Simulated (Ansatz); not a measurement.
The first iterations of a band of AlClH2 (4 atoms, charge 0, multiplicity 1).

Level of theory: RKS PBE0-D4/def2-SVP in Ansatz 0.2.0.

```json
{"movable images": "7", "climbing image": "yes", "spring": "2.0 to 10.0 eV/Å², energy-weighted", "optimiser": "quadratic models (default)", "start path": "through a guess of the saddle point", "force threshold": "0.05 eV/Å", "iteration limit": "60", "end points": "relaxed"}
```

Initial state:

```xyz
4
Properties=species:S:1:pos:R:3
Al 0.460 0.000 0.121
Cl 0.819 0.000 2.196
H 1.715 0.000 -0.837
H -1.046 0.000 -0.356
```

Final state:

```xyz
4
Properties=species:S:1:pos:R:3
Al -0.422 0.000 -1.024
Cl 1.369 0.000 1.259
H 2.500 0.000 0.640
H -1.500 0.000 0.249
```

| iteration | highest image above the first end (eV) | largest band force component (eV/Å) |
| --- | --- | --- |
| 1 | 4.913 | 10.495 |
| 2 | 3.549 | 4.516 |
| 3 | 3.166 | 2.554 |

Task: Does the band converge within its limit, and where does its top end?

Result: It converged. It ended after 10 iterations with the highest image 3.066 eV above the first end. Neighbouring images differ by up to 2.0 eV, so the band resolves the path poorly. Another band between the same ends (7 images) ends at a top of the same energy, where a vibrational analysis finds 1 clearly imaginary mode. The orbitals stay closed-shell, which can raise the energy where a bond breaks towards radicals; this wasn't checked here.

The run took 55 s on 1 thread of Arm Neoverse V2, on a shared host, peak memory 0.094 GiB.
